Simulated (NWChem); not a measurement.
**Correlation energy of CH$_{2}$**

```
C
H 1 1.0897
H 1 1.0897 2 134.26
```
Charge 0, spin multiplicity 3.

Program: NWChem. All single points use one geometry, from UPBE0/def2-SVP, a minimum by its harmonic frequencies.

Basis set: 6-311G**. Each correlation energy counts from its own Hartree-Fock reference.

The correlated methods keep 1 core orbital frozen. The Pople sets run with spherical d functions. This spin state was chosen for the runs; another may lie lower. The structure started from a generated list of species. The unpaired electrons of the parent sit in orbitals of symmetry a1 and b2 (C2v labels of the run); other states weren't searched. No SCF solution was tested for a lower state. Open-shell Hartree-Fock references start from PBE0 orbitals. No row is a measurement; the coupled-cluster row has its own basis-set and correlation limits.

| method | correlation energy (mHa) |
|---|---|
| UMP2 | -99.4 |
| SCS-UMP2 | -99.5 |
| CCSD on UHF | … |
| CCSD[T] on UHF | -121.1 |
| CCSD(T) on UHF | -121.1 |
| CCSD on ROHF | -124.3 |
| CCSD[T] on ROHF | -126.7 |
| CCSD(T) on ROHF | -126.6 |
| CCSDT on ROHF | … |

Q: Complete the blanks.

A: 
- CCSD on UHF, correlation energy (mHa): -118.9
- CCSDT on ROHF, correlation energy (mHa): -126.9
